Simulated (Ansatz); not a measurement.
For corundum Cr2O3, PBEsol (PAW; Ansatz, a first-principles code) gives:

| Quantity | Value |
|---|---|
| band gap at the measured cell (atoms relaxed with PBEsol) | 1.47 eV |
| magnetic moment | 2.11 μB |

### Question
What does HSE06 (Ansatz, plane waves, PAW) give for the same quantities?

### Answer

- band gap at the measured cell (atoms relaxed with PBEsol): 4.49 eV (goes up by 3.02 eV)
- magnetic moment: 2.42 μB (increases by 0.31 μB)

For comparison: band gap 3.3 ± 0.1 eV (measured, temperature not stated, no zero-point or thermal correction, middle of the range; as tabulated in Medasani et al. (2019), arXiv:1904.04625).

Changes are worked out from the printed values.

Unless a cell is named, each level is at its own relaxed cell.

Density-functional gaps are differences of (generalised) Kohn–Sham levels.

Spin-polarised runs: PBEsol (opposed moments), HSE06 (opposed moments).

Ansatz's density-functional and Hartree–Fock values are scalar-relativistic unless marked +SOC, with PAW data made under PBE.
